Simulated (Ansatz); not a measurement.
**C₂H₅FO₂: a ladder of functionals and wavefunction methods**

One table from this session's results is given with a row withheld; the runs are named, their logs left out.

Method: functionals in def2-TZVPP, the program's frozen cores in correlated methods; program: Ansatz 0.2.0, Gaussian basis.

Levels to be run: PBE-D4, r2SCAN-D4, PBE0-D4, B3LYP-D4, ωB97X-V, ωB97M-V, B2PLYP; CCSD(T)/def2-TZVPP; MP2/def2-QZVPP; extrapolation to the limit.

## The geometry

The geometry comes from an earlier relaxation with PBE0-D4 in a triple-zeta def2 set; it is a stationary point, not always the lowest conformer.

SMILES `CC(O)(O)F`, 10 atoms, charge 0, spin multiplicity 1.

Atoms are counted from 1 here; the program's logs count them from 0.

Bond lengths: C1–C2 1.506 Å, C1–H6 1.090 Å, C1–H7 1.089 Å, C1–H8 1.089 Å, C2–O3 1.358 Å, C2–O4 1.383 Å, C2–F5 1.397 Å, O3–H9 0.965 Å, O4–H10 0.962 Å. Angles: C2–C1–H6 109.9°, C2–C1–H7 109.3°, C2–C1–H8 109.6°, H6–C1–H7 109.5°, H6–C1–H8 109.0°, H7–C1–H8 109.5°, C1–C2–O3 110.0°, C1–C2–O4 114.6°, C1–C2–F5 107.7°, O3–C2–O4 108.2°, O3–C2–F5 109.5°, O4–C2–F5 106.6°, C2–O3–H9 107.5°, C2–O4–H10 108.5°.

Set-up of the first run:

File in.yaml:

```yaml
crystal:
  periodic: [false, false, false]
  atoms:
    - {symbol: C, position_ang: [-0.620923, -0.835531, -0.429078]}
    - {symbol: C, position_ang: [0.152341, 0.246555, 0.277356]}
    - {symbol: O, position_ang: [1.019939, -0.305174, 1.165152]}
    - {symbol: O, position_ang: [0.865119, 1.086142, -0.559901]}
    - {symbol: F, position_ang: [-0.765941, 1.047650, 0.959980]}
    - {symbol: H, position_ang: [-1.357726, -0.388969, -1.097473]}
    - {symbol: H, position_ang: [0.067818, -1.451625, -1.005541]}
    - {symbol: H, position_ang: [-1.136831, -1.454683, 0.303870]}
    - {symbol: H, position_ang: [1.618346, 0.392409, 1.457719]}
    - {symbol: H, position_ang: [0.240955, 1.612027, -1.069183]}
basis:
  gaussian: {orbitals: def2-TZVPP}
hamiltonian: {xc: pbe, dispersion: d4}
output: {forces: true, orbitals: {seedname: orbitals}}
```

Launch:

```console
> ansatz run in.yaml --threads 4 --pin off --events-out ev --progress --plain --max-ram 10444MiB
```

Among the steps run: PBE-D4 (GGA); r2SCAN-D4 (meta-GGA); PBE0-D4 (hybrid); B3LYP-D4 (hybrid); ωB97X-V (range-separated); ωB97M-V (range-separated); B2PLYP (double hybrid); CCSD(T) in def2-TZVPP; MP2 in def2-QZVPP.

One table of the session follows, with a row left open; its other results are not shown here.

```
            method  atomisation energy (kcal/mol)
            PBE-D4                          970.4
         r2SCAN-D4                          946.2
           PBE0-D4                          943.9
          B3LYP-D4                          938.4
           ωB97X-V                          944.3
           ωB97M-V                          946.5
            B2PLYP                          931.8
     HF/def2-TZVPP                          657.6
    MP2/def2-TZVPP                          943.3
   CCSD/def2-TZVPP                              ?
CCSD(T)/def2-TZVPP                          918.7
           MP2/CBS                          969.1
       CCSD(T)/CBS                          944.5
```

Estimate the missing values for CCSD/def2-TZVPP.

As computed: atomisation energy (kcal/mol): 902.7. In the column «atomisation energy (kcal/mol)» it lies between HF/def2-TZVPP (657.6) and CCSD(T)/def2-TZVPP (918.7).
